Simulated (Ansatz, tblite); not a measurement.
**The cluster GeO₂: one state, many levels**

Aim: run the singlet of the cluster GeO₂ at one geometry on many levels, and compare frontier levels, spin and run time.

Program: Ansatz 0.2.0, Gaussian basis. Level of theory: as each input shows. These are calculated values, not measurements.

The runs, in order: GFN1-xTB, GFN2-xTB, PBE-D4/def2-TZVP, r2SCAN-D4/def2-TZVP, BLYP-D4/def2-TZVP, r2SCAN0-D4/def2-TZVP, HSE06-D4/def2-TZVP, LC-ωPBE/def2-TZVP, ωB97M-V/def2-TZVP, PBE-D4/def2-SVP, PBE0-D4/def2-SVP, HF/STO-3G, PBE0-D4/def2-TZVPD, PBE-D4/def2-TZVPD, r2SCAN-D4/def2-TZVPD, CCSD(T)/def2-TZVPP, MP2/def2-TZVP, RPA/def2-TZVP, CCSD(T)/def2-TZVPD.

### Step 1. The structure

The singlet was relaxed beforehand with PBE0-D4/def2-TZVP. At that level it is the lowest of the isomers that a small search found.

3 atoms, charge 0, spin multiplicity 1.

Bond lengths: Ge1–O2 1.613 Å, Ge1–O3 1.613 Å. Angles: O2–Ge1–O3 179.9°.

PBE0-D4/def2-TZVP was run before; its log isn't repeated, and its numbers join the tables.

### Step 2. GFN1-xTB

Tight binding, by tblite at 300 K electronic temperature and without a spin-polarisation term:

```python
tblite.interface.Calculator('GFN1-xTB', numbers, positions, charge=0, uhf=0).singlepoint()
```

Energy -299.5097 eV, HOMO -15.04 eV, LUMO -8.01 eV; 0.002 s.

### Step 3. GFN2-xTB

Tight binding, by tblite at 300 K electronic temperature and without a spin-polarisation term:

```python
tblite.interface.Calculator('GFN2-xTB', numbers, positions, charge=0, uhf=0).singlepoint()
```

Energy -273.6876 eV, HOMO -14.10 eV, LUMO -9.44 eV; 0.001 s.

### Step 4. PBE-D4/def2-TZVP

start.molden holds the orbitals of an earlier run on this state, given as this run's starting guess.

File in.yaml:

```yaml
crystal:
  periodic: [false, false, false]
  atoms:
    - {symbol: Ge, position_ang: [0.000097, -0.000416, -0.000733]}
    - {symbol: O, position_ang: [-1.411130, -0.745438, 0.232532]}
    - {symbol: O, position_ang: [1.411034, 0.745843, -0.231799]}
basis:
  gaussian: {orbitals: def2-TZVP, initial_orbitals: start.molden}
hamiltonian: {xc: pbe, dispersion: d4}
scf: {omitted_lower_state_checks: [starts]}
output: {forces: true, orbitals: {seedname: orbitals}}
```

Started as:

```console
$ ansatz run in.yaml --threads 4 --pin off --events-out ev --progress --plain --max-ram 3916MiB
```

The runs that follow: r2SCAN-D4/def2-TZVP; BLYP-D4/def2-TZVP; r2SCAN0-D4/def2-TZVP; HSE06-D4/def2-TZVP; LC-ωPBE/def2-TZVP; ωB97M-V/def2-TZVP; PBE-D4/def2-SVP; PBE0-D4/def2-SVP; HF/STO-3G; PBE0-D4/def2-TZVPD; PBE-D4/def2-TZVPD; r2SCAN-D4/def2-TZVPD; CCSD(T)/def2-TZVPP; MP2/def2-TZVP; RPA/def2-TZVP; CCSD(T)/def2-TZVPD.

Before running them: what should the planned runs give, taken together? Wanted: gap in def2-TZVP, named functionals, smallest and largest; correlation energy, CCSD(T)/def2-TZVPP; correlation energy, MP2/def2-TZVP; correlation energy, CCSD(T)/def2-TZVPD; binding an atom, functionals in def2-TZVP; PBE0 total energy, smallest basis above largest.

The runs gave:

| quantity | value |
| --- | --- |
| gap in def2-TZVP, named functionals, smallest and largest | 3.75 eV (BLYP-D4), 11.46 eV (LC-ωPBE) |
| correlation energy, CCSD(T)/def2-TZVPP | -20.22 eV |
| correlation energy, MP2/def2-TZVP | -19.95 eV |
| correlation energy, CCSD(T)/def2-TZVPD | -20.39 eV |
| binding an atom, functionals in def2-TZVP | 3.06 (r2SCAN0-D4) to 3.68 eV (PBE-D4) |
| PBE0 total energy, smallest basis above largest | 12.54 eV (def2-SVP, def2-TZVPD) |

In words: Over the named functionals in def2-TZVP the gap runs from 3.75 eV (BLYP-D4) to 11.46 eV (LC-ωPBE); exact exchange widens it. Notes on CCSD(T)/def2-TZVPP: large T1 diagnostic.
